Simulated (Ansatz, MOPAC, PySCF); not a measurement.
System: methyl chloride, CH₃Cl, net charge 0, singlet state. SMILES: ClC
Geometry from a B3LYP-D3(BJ)/def2-TZVP (Ansatz, a program for electronic structure) optimisation:
```xyz
5

C      0.0082     0.0133    -1.1337
Cl    -0.0048    -0.0077     0.6605
H      0.0175     1.0478    -1.4634
H      0.8997    -0.5040    -1.4752
H     -0.8852    -0.4920    -1.4879
```

Quantity: enthalpy of formation at 298 K, in kcal/mol. Set-up: frozen cores in correlated levels; no spin-orbit coupling; six Cartesian d functions in 6-31G* and its kin unless marked 5d; 6-311+G** with 5d, 6d on Na to Ar in Ansatz; open shells spin-unrestricted; non-relativistic; no dispersion term unless named; LANL2DZ with its own core potentials from Na on. Basis-set limits of correlation are two-point, X^-3; Hartree-Fock from the larger set. Ab initio and DFT rows: single points at B3LYP-D3(BJ) geometries (Ansatz), with unscaled harmonic terms from B3LYP/6-31G* at its own minima, enthalpies of formation by atomisation with measured atoms. Semi-empirical rows: MOPAC heats of formation at their own minima for 298 K.

Measured values: Active Thermochemical Tables 1.112 (ions: stationary electron), as tabulated in the package chemicals; they hold spin-orbit and core effects, anharmonicity. 

Value to compare with, the measured value: -19.7 kcal/mol.

```tsv
level	program	enthalpy of formation at 298 K (kcal/mol)	error
MNDO	MOPAC	-22.5	-2.8
HF/3-21G	Ansatz	99.4	119.1
HF/6-311+G**	Ansatz	81.1	100.8
SVWN5/6-31G*	Ansatz	-71.8	-52.1
PBE/3-21G	Ansatz	-16.0	3.7
PBE/def2-SVP	Ansatz	-23.1	-3.4
BP86/6-31G* (5d)	PySCF	-30.0	-10.3
B3LYP/3-21G	Ansatz	-5.7	14.0
B3LYP/LANL2DZ	Ansatz	-1.4	18.3
PBE0/6-31G*	Ansatz	-19.5	0.2
M06-2X/6-31G* (5d)	PySCF	-18.8	0.9
MP2/STO-3G	Ansatz	-23.3	-3.6
MP2/3-21G	Ansatz	45.0	64.7
B2PLYP-D3(BJ)/def2-TZVPD	Ansatz + dftd3	-15.0	4.7
CCSD(T)/CBS(def2-TZVPPD,def2-QZVPPD)	Ansatz	-19.4	0.3
```

Among the 13 habitual levels, HF/3-21G lies farthest from the measured value (119.1 kcal/mol); 8 of 13 lie above it, and their mean absolute error is 30.3 kcal/mol, the median 10.3. One case shows no general order.

The levels are drawn from those run, B3LYP/6-31G* more often than the rest, none by its result; runs whose electronic state is in doubt are left out.
